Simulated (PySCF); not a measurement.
Species: C3H3ClFS (doublet state).
Structure used (GFN2-xTB), in Å, numbered top down from 1:
```xyz
9
C3H3ClFS angstrom
C     -1.5090   -0.0020   -0.1466
S     -0.1755   -0.3442   -1.3270
C      1.2316   -0.3438   -0.1772
Cl     1.1738   -1.5130    1.0876
C      2.1759    0.5470   -0.2497
F      2.4264    1.4769   -1.1439
H     -2.4379   -0.0890   -0.7008
H     -1.4728   -0.7330    0.6552
H     -1.3989    1.0070    0.2396
```

The hyperfine couplings belong to this conformer and change with its torsions.

As a line formula: `CS/C(Cl)=[C]\F` [radical].

Computed with UKS B3LYP, pcH-1 on C Cl F H S, non-relativistic, mean-field spin-orbit, GIAO in PySCF. The structure is a single GFN2-xTB conformer in the gas phase; no vibrational or solvent corrections. A GFN2-xTB geometry isn't a minimum of the functional, and hyperfine couplings can be far from their values at a DFT geometry. Stability of the SCF solution: not tested.

**Question.** Break the g tensor into its mass correction, gauge correction and orbital-Zeeman/spin–orbit terms.

**Answer.** 
```tsv
Δg (ppm)	1	2	3
relativistic mass correction	-226	-226	-226
gauge correction	31	-9	-66
orbital Zeeman/spin–orbit	-1384	1563	3325
total	-1578	1329	3034
```

So g = 2.00074, 2.00365, 2.00535 and g_iso = 2.00325; the tensor is rhombic: the two nearest values differ by 37 % of g3 − g1. Axes: g1 points within 12° of the C3–C5 bond.

**Question.** What effective moment and Curie constant follow for a powder?

**Answer.** With the mean of g² = 4.0130 and S(S+1) = 0.75: μ_eff = √(⟨g²⟩S(S+1)) = 1.735 μB and χT = 0.12505·⟨g²⟩·S(S+1) = 0.376 cm³ K/mol (cgs; spin-Hamiltonian part alone).

**Question.** At 34.06 GHz, how far is the centre of the isotropic spectrum from where a free electron (g = 2.002319) resonates?

**Answer.** B = hν/(g μB) with μB/h = 13.99624 MHz/mT gives 1215.35 mT for the free electron and 1214.78 mT at g_iso, 0.56 mT lower.

**Question.** Average each term over the three axes. Which is largest in size?

**Answer.** The orbital-Zeeman/spin–orbit term 1168, the mass correction -226 and the gauge correction -15 ppm, for a total of 928 ppm. The orbital-Zeeman/spin–orbit term is the largest in size. The mass correction is the same along every axis, so the anisotropy comes from the other two: their spans along these axes are 97 (gauge) and 4709 ppm (orbital Zeeman/spin–orbit).

**Question.** In a frozen sample, at which fields do the three g values resonate at 9.5, 34, 94 and 263 GHz (hyperfine left aside), and which band first spreads them over more than twice a line width of 1.0 mT?

**Answer.** 
| band | GHz | B(g3) mT | B(g2) mT | B(g1) mT | spread mT |
| --- | --- | --- | --- | --- | --- |
| X | 9.5 | 338.47 | 338.76 | 339.25 | 0.78 |
| Q | 34.0 | 1211.37 | 1212.40 | 1214.16 | 2.79 |
| W | 94.0 | 3349.08 | 3351.93 | 3356.80 | 7.72 |
| J | 263.0 | 9370.30 | 9378.27 | 9391.90 | 21.60 |

The spread grows in proportion to the frequency. Q band is the first where it exceeds 2.0 mT.

The largest Mulliken spin populations are on C5 (+0.92), C3 (-0.12), S2 (+0.12) and F6 (+0.08). No atom but C5 exceeds +0.15. The positive populations add up to 1.13 and the negative ones to -0.13, together 2S = 1.

The HOMO–LUMO gaps are 6.14 eV among the α and 3.25 eV among the β orbitals.

On one thread, AMD EPYC 7R43 (x86_64) (shared host), this took 39 s wall (with the writing of density and orbital grids) and 0.75 GiB of memory at its peak.
